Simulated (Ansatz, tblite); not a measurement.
Isomers of MgS₂⁻ (doublet), found by a short tight-binding search and relaxed with PBE0-D4/def2-TZVPD in Ansatz.

The xTB rows come from tblite. LC-ωPBE has ω = 0.4 bohr⁻¹. Correlated methods freeze 11 core orbitals; core or outer-core shells of Mg are correlated, in sets that lack core-valence functions.

Run but left out: HF/def2-TZVPPD (B: a determinant that CCSD turns far, T1 0.047); MP2/def2-TZVPPD (B: ⟨S²⟩ 1.04, where a pure state has 0.75).

A: At PBE-D4/def2-TZVPD, BLYP-D4/def2-TZVPD, r2SCAN-D4/def2-TZVPD the highest occupied level of the charge -1 doublet lies above zero (up to 0.67 eV). By energy differences its removal costs 2.33 eV (vertical, to the charge 0 triplet, at PBE0-D4/def2-TZVPD). B: At PBE-D4/def2-TZVPD, BLYP-D4/def2-TZVPD, r2SCAN-D4/def2-TZVPD the highest occupied level of the charge -1 doublet lies above zero (up to 0.50 eV). It is a level of β spin, whose loss leaves a triplet; that state wasn't run at this geometry and level. The electron is either unbound and held by the finite basis, or the level is raised by self-interaction error. At PBE-D4/def2-TZVPD, BLYP-D4/def2-TZVPD, r2SCAN-D4/def2-TZVPD the gap within one spin of the charge -1 doublet nearly closes, so an electron or hole may be smeared out by delocalisation error. At CCSD(T)/def2-TZVPPD T1 of the charge -1 doublet is large (up to 0.047), so the single-reference result is doubtful. At CCSD(T)/def2-TZVPPD the charge -1 doublet is spin-contaminated (final ⟨S²⟩ up to 1.04, 0.75 for a pure state).

Other spin states were run for one of them alone.

A:

```
atom   x (Å)   y (Å)   z (Å)
 Mg1  -1.386   0.036  -0.079
  S2   0.714   1.059   0.166
  S3   0.672  -1.095  -0.087
```

B:

Cartesian coordinates in Å:
```
Mg -0.960 1.438 -0.140
S 0.935 -0.498 -0.786
S 0.025 -0.939 0.926
```

Q: Estimate which lies lowest at each level, and how far above it the others are (eV).

A: 
```
               level     A     B
            GFN1-xTB  0.76  0.00
            GFN2-xTB  0.00  0.05
   PBE-D4/def2-TZVPD  0.00  0.54
  BLYP-D4/def2-TZVPD  0.00  0.43
r2SCAN-D4/def2-TZVPD  0.00  0.78
  PBE0-D4/def2-TZVPD  0.00  0.67
  LC-ωPBE/def2-TZVPD  0.00  0.89
    CCSD/def2-TZVPPD  0.00  0.70
 CCSD(T)/def2-TZVPPD  0.00  0.68
```
Point groups (tolerance 0.1 Å): A not assigned, B C2v. A and B have the same bonds, so they are conformers or stereoisomers. Lower isomers may exist.
